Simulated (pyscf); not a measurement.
`[CH]#[CH]` + `[NH3]` → `[CH]#[CH]` + `[NH3]` (four-centre exchange; singlet surface; C–H, H–N broken, C–H, H–N formed). Optimised with ωB97X-D3(BJ)/def2-SVP in PySCF. MP2 and CC: frozen core, UHF for open shells. ΔMP2 is the change of the MP2 total energy from the triple- to the quadruple-zeta basis. Energies in kcal/mol from the separated reactants.

```csv
level,barrier,reaction energy
ωB97X-D3(BJ)/def2-TZVP,49.2,0.0
B3LYP-D3(BJ)/def2-TZVP,(withheld),0.0
PBE0-D3(BJ)/def2-TZVP,46.1,0.0
HF/def2-TZVP,58.0,0.0
MP2/def2-QZVPP,49.8,0.0
CCSD/def2-TZVPP,52.1,0.0
CCSD(T)/def2-TZVPP + ΔMP2(QZVPP),(withheld),0.0
```

**Question.** What belongs in the gaps?

**Answer.** 
- B3LYP-D3(BJ)/def2-TZVP, barrier: 47.7
- CCSD(T)/def2-TZVPP + ΔMP2(QZVPP), barrier: 50.4

Of the functionals in the table, ωB97X-D3(BJ) is closest to CCSD(T)/def2-TZVPP + ΔMP2(QZVPP) in the barrier (1.1 kcal/mol apart) and PBE0-D3(BJ) least close (4.2 kcal/mol); that level has limits of its own. On the reactant side the descent ends in a complex, 4.4 kcal/mol under the separated species and 53.6 kcal/mol under the saddle at ωB97X-D3(BJ)/def2-TZVP. On the product side the descent ends in a complex, 4.4 kcal/mol under the separated species and 53.6 kcal/mol under the saddle at ωB97X-D3(BJ)/def2-TZVP. This is the saddle that the search found; another between the same sides may lie lower. The CCSD(T) − MP2 part came from Ansatz, without density fitting, on the same reference.
